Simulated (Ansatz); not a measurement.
Results of BLYP (PAW; Ansatz, a program for electronic structure) for rock-salt GdN.

Numerical settings: plane-wave cutoff 520 eV, 12×12×12 k mesh, Fermi–Dirac smearing 0.01 eV, spin-polarised with parallel moments, scalar-relativistic PAW data made under PBE.

Energies at three volumes about the minimum:

```tsv
V (Å³/atom)	E − E_lowest (meV/atom)
15.731	2.88
16.052	0.00
16.373	2.69
```

Task: Fit a parabola by hand: where is the minimum, and what is the bulk modulus?

Result: Slopes: (0.00 − 2.88)/(16.052 − 15.731) = -8.972 and (2.69 − 0.00)/(16.373 − 16.052) = 8.380 meV/Å³. Curvature E″ = 2 × (8.380 − (-8.972))/(16.373 − 15.731) = 54.056 meV/Å⁶. From the middle of the first interval, the slope vanishes at V0 = 15.8915 − (-8.972)/54.056 = 16.057 Å³/atom. B = V0 E″ = 16.057 × 54.056 meV/Å³ × 0.1602 GPa per meV/Å³ = 139 GPa. The full Birch–Murnaghan fit to all volumes gives V0 = 16.052 Å³/atom and B0 = 138 GPa.

Measured, for comparison: bulk modulus 192 ± 35 GPa (temperature not stated, no zero-point or thermal correction; as tabulated in Doll (2008), arXiv:0801.3152); equilibrium volume per atom 15.38 Å³/atom (temperature not stated, no zero-point or thermal correction; as tabulated in Natali et al. (2013), arXiv:1208.2410). Computed (rounded) less measured: bulk modulus -28 %, equilibrium volume per atom +4.4 %.

Note: the 4f shell is treated without U or exact exchange, so its levels and filling can be wrong.
